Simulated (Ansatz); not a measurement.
Species: H2N, SMILES `[NH2]` (charge 0, multiplicity 2).

### Question
Give a relaxed geometry from Ansatz (a program for electronic structure) with CAM-B3LYP-D3(BJ)/def2-TZVP.

### Answer
the end point of this relaxation (outside a Z-matrix the atoms follow the SMILES, hydrogens last).
Z-matrix (Å, degrees):
```
N
H 1 1.0260
H 1 1.0260 2 103.73
```
